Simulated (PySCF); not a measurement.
Series: binary hydrides. Isolated molecules, 0 K electronic values unless said otherwise. Strings in code marks are SMILES.

Calculation: PBE-D3(BJ)/def2-TZVP // PBE0-D3(BJ)/def2-TZVP (PySCF). Delta-SCF ions had no search for a lower state. 

```csv
species,dipole moment (D),LUMO (eV),vertical ionisation energy (Delta-SCF) (eV)
`C`,0.00,–,(withheld)
`[GeH4]`,0.00,–,11.90
`S`,1.13,(withheld),(withheld)
`I`,(withheld),-1.69,10.52
`[GaH3]`,0.00,-2.65,–
`[SbH3]`,0.35,-0.88,9.85
`[ZnH2]`,0.00,(withheld),10.52
`[LiH]`,5.62,-1.55,8.05
```

**Question.** Fill in the missing entries.

**Answer.** 
- `C`, vertical ionisation energy (Delta-SCF) (eV): 13.95
- `S`, LUMO (eV): -0.43
- `S`, vertical ionisation energy (Delta-SCF) (eV): 10.35
- `I`, dipole moment (D): 0.47
- `[ZnH2]`, LUMO (eV): -1.40
